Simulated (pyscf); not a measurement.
Concerted two-bond exchange: dichlorosilylene (Cl–Si:–Cl) [singlet] + water (H₂O) → O=Si(Cl)–Cl + hydrogen (H₂)

Gas phase, singlet surface, charge 0. Bonds broken: O4–H5, O4–H6. Bonds formed: Si2–O4, H5–H6. Structures and frequencies: ωB97X-D3(BJ)/def2-SVP in PySCF.

Transition state (Å):

```xyz
6

Cl     1.3469     0.9743    -1.3626
Si     0.1867     0.7650     0.3325
Cl     1.5370     0.5607     1.8891
O     -0.6442    -0.7030     0.2331
H      0.0614    -2.0888    -0.0016
H     -0.3406    -1.5679     0.8159
```

One imaginary mode, 1509i cm⁻¹; descent along it reached the two sides named, in the forms told below.

```tsv
bond	change	reactant side (Å)	saddle	product side
O4–H5	breaks	0.974	1.573	3.3
O4–H6	breaks	0.974	1.086	2.7
Si2–O4	forms	2.104	1.690	1.520
H5–H6	forms	1.553	1.049	0.773
```

Electronic energies relative to the separated reactants (kcal/mol):

```json
[
 {"level": "ωB97X-D3(BJ)/def2-TZVP", "barrier": "69.0", "reaction energy": "-10.7", "reverse barrier": "79.7"},
 {"level": "PBE/def2-TZVP", "barrier": "47.5", "reaction energy": "-9.0", "reverse barrier": "56.5"},
 {"level": "r²SCAN/def2-TZVP", "barrier": "49.2", "reaction energy": "-14.1", "reverse barrier": "63.3"},
 {"level": "B3LYP-D3(BJ)/def2-TZVP", "barrier": "56.7", "reaction energy": "-9.0", "reverse barrier": "65.7"},
 {"level": "PBE0-D3(BJ)/def2-TZVP", "barrier": "58.1", "reaction energy": "-7.1", "reverse barrier": "65.2"},
 {"level": "M06-2X/def2-TZVP", "barrier": "66.7", "reaction energy": "-6.7", "reverse barrier": "73.3"},
 {"level": "ωB97M-D3(BJ)/def2-TZVP", "barrier": "68.5", "reaction energy": "-6.5", "reverse barrier": "75.0"},
 {"level": "HF/def2-TZVP", "barrier": "99.6", "reaction energy": "-3.0", "reverse barrier": "102.7"}
]
```

With ωB97M-D3(BJ)/def2-TZVP energies and thermal terms (ideal gas, 1 atm, RRHO with modes under 100 cm⁻¹ raised to 100, one conformer, R ln 2 for chiral ones without a mode under 150 cm⁻¹), in kcal/mol:

```csv
T (K),ΔH‡,ΔG‡,ΔH,ΔG
298,63.0,72.8,-10.7,-8.0
600,63.7,82.6,-9.9,-5.6
900,64.8,91.8,-9.0,-3.6
1200,66.0,100.6,-8.1,-2.0
```

On the reactant side the descent ends in an adduct with a O–Si contact, 15.0 kcal/mol under the separated species and 84.0 kcal/mol under the saddle at ωB97X-D3(BJ)/def2-TZVP. What is counted as formed (O–Si) is already present as a longer contact in the reactant adduct; forming that adduct is a step of its own. The same reactants have a lower exit, to HCl + HO–Si:–Cl [singlet] (barrier +3.5 kcal/mol at ωB97M-D3(BJ)/def2-TZVP, against +68.5 kcal/mol here). One saddle was located; it need not be the lowest between these sides. One closed-shell reference is unstable to symmetry breaking; treat the single-reference values with care.
